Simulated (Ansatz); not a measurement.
**Pulling the pair apart**

The pair of N2 (SMILES N#N, atoms 1–2) and SO2 (SMILES O=S=O, atoms 3–5), both closed shells, in one local arrangement (a lower one may exist), relaxed at PBE0-D4/def2-TZVP:

N1  (0.097, 0.345, -2.744)
N2  (-0.285, 0.119, -1.750)
O3  (0.635, -1.261, 1.340)
S4  (-0.401, -0.294, 1.543)
O5  (-0.047, 1.091, 1.611)
(Å)

SO2 is shifted rigidly along the line between the mean atom positions of the two fragments (negative: closer). Counterpoise interaction energies in kcal/mol. Computed with Ansatz 0.2.0 (basis: def2-TZVPPD); correlated methods freeze the cores. B3LYP uses VWN-RPA correlation.

| shift (Å) | B3LYP-D4 | PBE-D4 | r2SCAN-D4 |
| --- | --- | --- | --- |
| -0.33 | -0.49 | -0.55 | -0.37 |
| -0.17 | -0.97 | -1.02 | -0.82 |
| 0.00 | -1.11 | -1.19 | -0.96 |
| 0.17 | -1.08 | -1.18 | -0.94 |
| 0.40 | -0.92 | -1.04 | -0.81 |
| 0.83 | -0.58 | -0.70 | -0.54 |
| 1.66 | -0.23 | -0.27 | -0.23 |
| 3.32 | -0.05 | -0.05 | -0.05 |

Question: What does CCSD(T) give at these shifts? (An estimate is asked for; the value comes from the calculation.)

Answer: Computed: -0.10, -0.67, -0.89, -0.92, -0.82, -0.56, -0.23, -0.06 kcal/mol. For zero shift, CCSD(T) at an estimated basis limit (MP2 extrapolated from triple and quadruple zeta, plus CCSD(T) − MP2 in triple zeta) gives -1.02 kcal/mol. These are counterpoise interaction energies, counted from the two frozen fragments.

T1 diagnostic: at most 0.019. The restricted Hartree–Fock reference is unstable towards an unrestricted one here.

For scale, one of the runs: CCSD(T)/def2-TZVPPD, 205 basis functions, launched by `ansatz run in.yaml --threads 4 --pin off --events-out ev --progress --plain --max-ram 9574MiB`. The run took 33 s on 4 CPU threads of an Intel Xeon Platinum 8375C (shared host), with 2.8 GiB of host memory at its peak.
